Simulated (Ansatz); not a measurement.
The input, for Ansatz 0.2.0:

```yaml
crystal:
  periodic: [false, false, false]
  atoms:
    - {symbol: B, position_ang: [-0.171232, 0.000000, 0.000000]}
    - {symbol: H, position_ang: [-0.767965, 1.033571, 0.000000]}
    - {symbol: H, position_ang: [-0.767965, -1.033571, 0.000000]}
    - {symbol: H, position_ang: [1.094768, 0.000000, 0.000000]}
    - {symbol: H, position_ang: [2.277768, 0.000000, 0.000000]}
basis:
  gaussian: {orbitals: cc-pVTZ}
magnetization: {spin_polarized: false, initial_magnetization: 1}
correlation: {method: sc_nevpt2, electrons: outside_noble_gas, active_space: {window: {electrons: 3, orbitals: 3}}}
```

```sh
$ ansatz run in.yaml --threads 2 --pin off --events-out ev --progress --plain --max-ram 24576MiB --backend cuda --devices 0, --max-vram 18GiB
```

Output:

```
472 factors; integrals over basis functions are off by at most 1.3e-3 eV
mean field evaluation 1: about -730.1746 eV, gradient 1.0e1 eV
mean field evaluation 2: about -730.1738 eV, gradient 1.0e1 eV
mean field evaluation 4: about -731.1733 eV, gradient 1.1e0 eV
mean field evaluation 8: about -731.2068 eV, gradient 1.4e-4 eV
mean field -731.20680143 eV, -26.8713543229 hartree, gradient 5.0e-6 eV, S^2 0.750000; 0 other end points of the search recorded, 0 dependent functions left out
reference -731.20680143 eV, -26.8713543229 hartree; 5, 4 occupied and 81, 82 virtual orbitals, 472 factors
state -731.67636528 eV, -26.8886104761 hartree
state -731.67636528 eV, -26.8886104761 hartree; corrected -734.57620180 eV, -26.9951775024 hartree
state -731.57715779 eV, -26.8849646679 hartree
state -731.57715779 eV, -26.8849646679 hartree; corrected -734.52727988 eV, -26.9933796552 hartree
state -731.67636528 eV, -26.8886104761 hartree; corrected -734.57620180 eV, -26.9951775024 hartree
Total energy: -734.57620180 eV, -26.9951775024 hartree
```

Natural occupations: 1.9786 1.0002 0.0212.

For the same geometry and basis UCCSDT(Q) lies 777.7 meV lower.

Ran on 2 threads of AMD EPYC 7R13 with a shared H100 80 GB, shared host: 7 s wall, 0.77 GiB peak host memory.
